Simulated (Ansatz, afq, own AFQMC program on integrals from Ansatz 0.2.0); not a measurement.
Two steps: Ansatz 0.2.0 writes the Fock matrix and Cholesky factors of the valence space, and afq projects on them the lowest state that overlaps trial and start.

```yaml
crystal:
  periodic: [false, false, false]
  atoms:
    - {symbol: Al, position_ang: [0.000000, 0.054881, -0.020759]}
    - {symbol: H, position_ang: [0.000000, 0.223923, -1.571957]}
    - {symbol: H, position_ang: [0.000000, 0.291266, 2.148399]}
    - {symbol: H, position_ang: [0.000000, -1.984291, -0.020759]}
basis:
  gaussian: {orbitals: cc-pVDZ}
total_charge: 1
magnetization: {spin_polarized: true, initial_magnetization: 1}
correlation: {method: ccsd_t, electrons: outside_noble_gas, hamiltonian_folder: ham}
```

```sh
$ ansatz run in.yaml --threads 1 --pin off --events-out ev --progress --plain --max-ram 16896MiB --backend cuda --devices 0, --max-vram 18GiB
```

Options of the walk:

```
--method free --trial cisd --walkers 100 --time-step 0.08 --max-blocks 60 --target-error 0.00108 --factor-cut 0.001 --seed 4798 --times 0.0,0.48,0.96,2.0,3.04,4.0 --taylor-order 6
```

Times are imaginary, in 1/Eh. The walk had a cap of 60 s.

afq prints:

```
orbitals 28  electrons 3 2  factors 123 of 308
reference energy -243.22858840 Eh
CCSD correlation -0.07603359 Eh in 17 cycles, weight of the determinant in the CISD state 0.8441
repeat  energy at the last time / Eh  error
    10  -243.307192  0.000235
    20  -243.307285  0.000202
    30  -243.307066  0.000179
time / (1/Eh)  energy / Eh  error  mean overlap
  0.00  -243.304601  0.000055  1.1843
  0.48  -243.305852  0.000090  1.1786
  0.96  -243.306345  0.000125  1.1715
  2.00  -243.306830  0.000116  1.1741
  3.04  -243.306994  0.000122  1.1616
  4.00  -243.307041  0.000175  1.1453
energy -243.307041 +/- 0.000175 Eh
```

The run passed its tests (error under three times the target), which doesn't prove that it has relaxed.

Against this walk (error 4.8 meV) on the same determinant: CCSD(T) 21.4 meV higher, CCSDT(Q) 6.6 meV lower (within the noise), CCSDTQ 7.6 meV lower (within the noise), full CI 7.6 meV lower (within the noise). The error is statistical, and a free projection of finite length keeps a remainder of its start. The determinant has ⟨S²⟩ = 1.05, so the low cluster orders mix in higher spin, and so can this walk. The determinant is a poor start (see the cautions), so the low cluster orders aren't to be relied on, and full CI is the sure value.

Cautions: remainder of the start not in the error; start is not spin pure; strong correlation (T1 0.079, weight of the determinant 0.84, largest double 0.14); unrestricted determinant spin contaminated (⟨S²⟩ 1.05 against 0.75); the coarse factor cut changes the integrals a little; the time-step error isn't removed.

The walk took 4.2 s on 1 × NVIDIA H100 80GB HBM3 with 2 threads of AMD EPYC 7R13 Processor (Zen 3), with other jobs on the host (the card was shared). The log's last line is the free-projection energy.

CCSDT and higher add their correlation energy to the determinant of the CCSD(T) run, since their own runs factorise the integrals more tightly (a shift of under 2 meV). A walk keeps the symmetry of its determinant, which the program's search chose and which needn't be the lowest solution, so a lower state of the same spin and another symmetry isn't excluded.
